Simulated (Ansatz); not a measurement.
**H3O⁺, singlet in 6-31G: errors against full CI**

Geometry: a point of a breathe scan, not a stationary point.

```xyz
4

O     0.0002   -0.0001   -0.0535
H     1.2017    0.0181    0.2877
H    -0.6175    1.0336    0.2784
H    -0.5874   -1.0496    0.2837
```

Basis 6-31G; Ansatz 0.2.0. Only valence electrons are correlated (noble-gas cores frozen), which leaves 8 electrons in 14 orbitals. Prefix R: restricted or restricted open-shell reference. Active spaces: valence = (8e, 7o) chosen from the atoms' valence shells; pair = (2e, 2o) about the gap.

Full CI is exact within this basis and frozen core; it isn't the basis-set limit.

The UHF ⟨S²⟩ is 0.000 and the T1 diagnostic (RCCSD) is 0.0178. The largest doubles amplitude (RCCSD) is 0.074.

| level | E − E(RHF) (eV) |
| --- | --- |
| RMP2 | -4.3154 |
| RCCSD | -4.5081 |
| RCCSD(T) | -4.5726 |

Question: Estimate how far full CI in 6-31G lies from RCCSD(T). The table doesn't fix it; the size of (T) and the diagnostics are the guide.

Answer: Full CI in 6-31G lies 26 meV below RCCSD(T), which is 40 % of the (T) step (-64 meV). The diagnostics give no warning, yet the rest is a sizeable part of (T).

The other levels:

```json
{"level": "CISD", "E − E(full CI) (meV)": "341", "share of correlation (%)": "92.57", "wall time": "0.18 s"}
{"level": "BCCD(T)", "E − E(full CI) (meV)": "26", "share of correlation (%)": "99.43", "wall time": "0.18 s"}
{"level": "RCCSDT", "E − E(full CI) (meV)": "21", "share of correlation (%)": "99.54", "wall time": "–"}
{"level": "CISDTQ", "E − E(full CI) (meV)": "13", "share of correlation (%)": "99.71", "wall time": "0.48 s"}
{"level": "RCCSDT(Q)", "E − E(full CI) (meV)": "-2", "share of correlation (%)": "100.04", "wall time": "0.36 s"}
{"level": "RCCSDTQ", "E − E(full CI) (meV)": "1", "share of correlation (%)": "99.98", "wall time": "1.8 s"}
{"level": "CASSCF (pair space)", "E − E(full CI) (meV)": "3831", "share of correlation (%)": "16.69", "wall time": "–"}
{"level": "NEVPT2 (pair space)", "E − E(full CI) (meV)": "181", "share of correlation (%)": "96.07", "wall time": "0.12 s"}
{"level": "MRCISD (pair space)", "E − E(full CI) (meV)": "243", "share of correlation (%)": "94.70", "wall time": "–"}
{"level": "MRCISD+Q (pair space)", "E − E(full CI) (meV)": "47", "share of correlation (%)": "98.98", "wall time": "0.24 s"}
{"level": "CASSCF (valence space)", "E − E(full CI) (meV)": "1393", "share of correlation (%)": "69.71", "wall time": "–"}
{"level": "NEVPT2 (valence space)", "E − E(full CI) (meV)": "244", "share of correlation (%)": "94.70", "wall time": "0.51 s"}
{"level": "MRCISD (valence space)", "E − E(full CI) (meV)": "38", "share of correlation (%)": "99.17", "wall time": "–"}
{"level": "MRCISD+Q (valence space)", "E − E(full CI) (meV)": "14", "share of correlation (%)": "99.68", "wall time": "0.96 s"}
{"level": "MRCISD+Q(relaxed) (valence space)", "E − E(full CI) (meV)": "-6", "share of correlation (%)": "100.12", "wall time": "1.2 s"}
```

The correlation energy at full CI, counted from RHF, is -4.598 eV. That run took 1.5 s on 1 thread of Arm Neoverse V1, shared host over 501,761 determinants.

Times hold each run's SCF and search for its determinant on a shared host, so for small cases they say little of a method's own cost; they ran on 1 thread of Arm Neoverse V1. Some runs computed forces too.

Not variational, and here over 5 meV under the exact energy: MRCISD+Q(relaxed) (valence space).

The full-CI state has the irrep A' of Cs, in the program's axes (one component, if the state is degenerate).

Natural occupations of full CI about the gap: 1.986 1.965 1.949 1.949 0.044 0.044 0.040 0.015 0.002 0.002; effectively unpaired electrons, Σ n²(2−n)², 0.05.
